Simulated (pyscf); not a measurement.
H₃C–Hf(Cl)(Cl)–Cl + H• → [H₂C–Hf(Cl)(Cl)–Cl]• + H₂ (hydrogen abstraction; doublet surface; C–H broken, H–H formed). Optimised with ωB97X-D3(BJ)/def2-SVP in PySCF. Energies in eV from the separated reactants.

```csv
level,barrier,reaction energy
ωB97X-D3(BJ)/def2-TZVP,0.41,-0.16
PBE/def2-TZVP,0.17,-0.14
r²SCAN/def2-TZVP,0.13,-0.30
PBE0-D3(BJ)/def2-TZVP,0.28,-0.11
ωB97M-D3(BJ)/def2-TZVP,0.40,-0.17
HF/def2-TZVP,0.89,-0.26
```

The functionals in the table span 0.29 eV in this barrier, from r²SCAN to ωB97X-D3(BJ). One saddle was located; it need not be the lowest between these sides. The angle at the transferred H is 170°. Open-shell species with a d-block atom are single-reference here; other states, and whether the spin sits on metal or ligand, were not checked. Elements past Kr carry the def2 core potentials, without spin-orbit coupling.
